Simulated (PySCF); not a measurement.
H2P, SMILES [PH2], multiplicity 2.

The structure is a stationary point at ωB97X-D3(BJ)/def2-TZVPD. The isomer is the one that the SMILES or the coordinates give; other isomers of the formula were not compared.

Two levels are set side by side: PBE/def2-TZVPD (PySCF) and ωB97X/def2-TZVPD (PySCF). Same geometry, gas phase. Differences are taken from unrounded values.

```csv
quantity,ωB97X
α-spin orbital gap (eV),11.54
β-spin orbital gap (eV),9.47
dipole moment (D),0.64
mean polarisability (bohr³),29.1
```

Problem. What does PBE give, and how far is it from ωB97X? (Estimate from the structure and the level; the computed values follow.)

Solution. 
| quantity | PBE | PBE minus ωB97X |
|---|---|---|
| α-spin orbital gap (eV) | 5.69 | -5.85 |
| β-spin orbital gap (eV) | 3.03 | -6.44 |
| dipole moment (D) | 0.56 | -0.08 |
| mean polarisability (bohr³) | 29.9 | 0.8 |

Rough cost on one machine, each run with all the roots and properties that it gave: ωB97X against PBE within a factor of 2.
